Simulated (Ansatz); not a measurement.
What a trial cell of CoF relaxes into

The calculation used Ansatz 0.2.0, DFT PBE, scalar-relativistic, plane waves, PAW. Cutoff 420 eV, Γ-centred k mesh, Gaussian smearing, collinear spin, first started from parallel moments.

The start puts CoF on the rock salt structure type (Fm-3m, No. 225), with Co in place of Na, F in place of Cl, at a guessed volume.

```
CELL_PARAMETERS angstrom
0.00000 2.18842 2.18842
2.18842 0.00000 2.18842
2.18842 2.18842 0.00000
ATOMIC_POSITIONS crystal
Co 0.00000 0.00000 0.00000
F 0.50000 0.50000 0.50000
```

Cell and atoms relax at zero pressure; the relaxation can't lower the symmetry of the start. After a coarse first stage the cell is made exact in the group found at 0.06 Å.

Energies over the elements count from the elements' standard structures at the same level (F₂ as a molecule), with no empirical corrections.

(1) Which crystal results?

(2) What are its volume, energy, gap and moment?

Answers

(1) It keeps Fm-3m (No. 225). The result has the rock salt structure. Conventional cell: a = 4.571 Å. Co has 6 F at 2.29 Å; F is coordinated by 6 Co at 2.29 Å.

```cif
data_structure
_symmetry_space_group_name_H-M 'Fm-3m'
_symmetry_Int_Tables_number 225
_cell_length_a 4.5713
_cell_length_b 4.5713
_cell_length_c 4.5713
_cell_angle_alpha 90.000
_cell_angle_beta 90.000
_cell_angle_gamma 90.000
_cell_volume 95.52
loop_
_atom_site_label
_atom_site_type_symbol
_atom_site_symmetry_multiplicity
_atom_site_Wyckoff_symbol
_atom_site_fract_x
_atom_site_fract_y
_atom_site_fract_z
_atom_site_occupancy
Co1 Co 4 a 0.00000 0.00000 0.00000 1
F1 F 4 b 0.50000 0.00000 0.00000 1
```

(2) The volume per atom is 11.94 Å³, the density is 5.42 g/cm³ and the energy over the elements is -0.40 eV/atom. The gap on the 20×20×20 mesh is 0 eV (a metal), the net moment per atom is 1.11 μB and the largest site moment is 2.08 μB.

The final run used a 20×20×20 mesh on its 2-atom cell and 0.10 eV smearing. The k mesh leaves about 4 meV/atom of noise in metals. Symmetry constrained the relaxation, so the result can be a saddle point. The steps took of the order of 70 core-seconds in all.

Cost: 3 runs of about 1.2 core-minutes in all, on Arm Neoverse V2 (shared hosts).